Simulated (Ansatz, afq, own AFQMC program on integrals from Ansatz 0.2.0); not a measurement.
# Where AFQMC and coupled cluster stand for PH3⁺, doublet

```yaml
atoms:
  - { symbol: P, position_ang: [0.3489, -0.3293, -0.3357] }
  - { symbol: H, position_ang: [0.6337, -0.0339, 1.0326] }
  - { symbol: H, position_ang: [-1.0111, -0.6661, -0.0570] }
  - { symbol: H, position_ang: [0.0285, 1.0293, -0.6399] }
```

Basis def2-TZVP. Only valence electrons are correlated. AFQMC by an in-house program on the Cholesky factors that Ansatz 0.2.0 writes for its CCSD(T) run. The CISD trial takes its coefficients from CCSD amplitudes. Released means that phaseless walkers are propagated on without the constraint, phases kept. ± is one standard error of the sampling.

Determinant: UHF, the one that the program's search chose, which needn't be the lowest solution. The geometry is a PBE0/def2-SVP stationary point of this or a neighbouring charge and spin state.

No full CI on the walks' own integrals is used here; CCSDT(Q) serves as the reference and is uncertain by about the last step of the cluster series.

- T1 diagnostic: 0.0148
- weight of the determinant in the CISD state: 0.919
- ⟨S²⟩ of the determinant: 0.755
- size of the correlated space: 7 electrons in 50 orbitals

Reference: CCSDT(Q), correlation energy -4.320 eV. The released energy is read at 2.40 1/Eh (meV from the phaseless value at times in 1/Eh: -1.8 ± 0.9 at 0.24, -2.3 ± 1.4 at 0.51, -2.7 ± 1.0 at 0.99, -2.9 ± 1.4 at 1.62, -5.6 ± 1.1 at 2.40).

```json
{"level": "HF", "E − E(reference) (kcal/mol)": "99.63", "share of correlation (%)": "0.00"}
{"level": "MP2", "E − E(reference) (kcal/mol)": "21.45", "share of correlation (%)": "78.47"}
{"level": "CCSD", "E − E(reference) (kcal/mol)": "3.49", "share of correlation (%)": "96.50"}
{"level": "CCSD(T)", "E − E(reference) (kcal/mol)": "0.67", "share of correlation (%)": "99.33"}
{"level": "CCSDT", "E − E(reference) (kcal/mol)": "0.07", "share of correlation (%)": "99.93"}
{"level": "ph-AFQMC/CISD", "E − E(reference) (kcal/mol)": "0.07 ± 0.03", "share of correlation (%)": "99.93"}
{"level": "released AFQMC", "E − E(reference) (kcal/mol)": "-0.06 ± 0.03", "share of correlation (%)": "100.06"}
```

Released energies are given only where the last usable release times agree within the noise; a slower fall can still hide under it.
